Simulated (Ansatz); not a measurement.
**NH4⁺ ··· SiH4O**

The pair of NH4⁺ (SMILES [NH4+], atoms 1–5) and SiH4O (SMILES [SiH3]O, atoms 6–11), both closed shells, in one local arrangement (a lower one may exist), relaxed at PBE0-D4/def2-TZVP:

```
atom    x (Å)    y (Å)    z (Å)
  N1  -0.6449  -0.1479  -1.8403
  H2  -0.1662  -0.3696  -0.8977
  H3   0.0470  -0.1168  -2.5886
  H4  -1.1108   0.7578  -1.7865
  H5  -1.3396  -0.8613  -2.0598
 Si6   0.4600   0.4785   1.7889
  O7   0.4946  -0.6137   0.4834
  H8  -0.2215  -0.1634   2.9312
  H9   1.8439   0.8794   2.1136
 H10  -0.3280   1.5966   1.2229
 H11   0.9654  -1.4396   0.6329
```

Computed with Ansatz 0.2.0 (basis: def2-TZVPPD, with def2-QZVPPD for the basis limit); correlated methods freeze the cores. B3LYP uses VWN-RPA correlation. Extrapolation: Hartree–Fock as exp(−7.88 √X), correlation as X^−2.97. Interaction energies count from these two fragments, frozen as in the pair, with the counterpoise correction; negative means bound.

Question: What is the interaction energy by CCSD(T) at an estimated basis limit (MP2 extrapolated from triple and quadruple zeta, plus CCSD(T) − MP2 in triple zeta)? (Judge from chemistry; the value comes from the calculation.)

Answer: Computed: -22.92 kcal/mol. Hartree–Fock alone gives -20.10 kcal/mol at the basis limit. It counts from the two fragments frozen as in the pair.

The same quantity by other methods in triple zeta, and each one's difference from that estimate:
```json
{"method": "PBE-D4", "E_int (kcal/mol)": "-23.90", "difference": "-0.98"}
{"method": "revPBE-D4", "E_int (kcal/mol)": "-22.59", "difference": "0.34"}
{"method": "BLYP-D4", "E_int (kcal/mol)": "-23.08", "difference": "-0.16"}
{"method": "r2SCAN-D4", "E_int (kcal/mol)": "-23.48", "difference": "-0.56"}
{"method": "B97M-V", "E_int (kcal/mol)": "-22.28", "difference": "0.64"}
{"method": "PBE0-D4", "E_int (kcal/mol)": "-24.19", "difference": "-1.27"}
{"method": "B3LYP-D4", "E_int (kcal/mol)": "-23.74", "difference": "-0.82"}
{"method": "HSE06-D4", "E_int (kcal/mol)": "-24.15", "difference": "-1.23"}
{"method": "wB97X-V", "E_int (kcal/mol)": "-23.04", "difference": "-0.12"}
{"method": "wB97M-V", "E_int (kcal/mol)": "-22.93", "difference": "-0.01"}
{"method": "B2PLYP", "E_int (kcal/mol)": "-22.51", "difference": "0.41"}
{"method": "HF", "E_int (kcal/mol)": "-19.99", "difference": "2.93"}
{"method": "MP2", "E_int (kcal/mol)": "-22.30", "difference": "0.62"}
{"method": "CCSD", "E_int (kcal/mol)": "-21.79", "difference": "1.13"}
{"method": "CCSD(T)", "E_int (kcal/mol)": "-22.11", "difference": "0.81"}
```
Differences are method less estimate.

Question: Which atoms make the shortest contact between the fragments?

Answer: H2 and O7, 1.55 Å apart.

Energy to bend the free fragments (PBE0-D4 minima) into their shapes in the pair, CCSD(T)/def2-TZVPPD: NH4⁺ 1.51 kcal/mol; SiH4O 1.25 kcal/mol. This must be added to the interaction energy to get the binding energy from relaxed fragments.

Basis-set superposition shift (counterpoise-corrected less uncorrected): CCSD(T) 0.86; MP2 0.86; HF 0.05; PBE0-D4 0.06; wB97M-V 0.06 kcal/mol.

T1 diagnostic: at most 0.012.

For scale, one of the runs: CCSD(T)/def2-TZVPPD, 261 basis functions, launched by `ansatz run in.yaml --threads 4 --pin off --events-out ev --progress --plain --max-ram 9574MiB`. The run took 98 s on 4 CPU threads of an Arm Neoverse V1 (shared host), with 6.1 GiB of host memory at its peak.
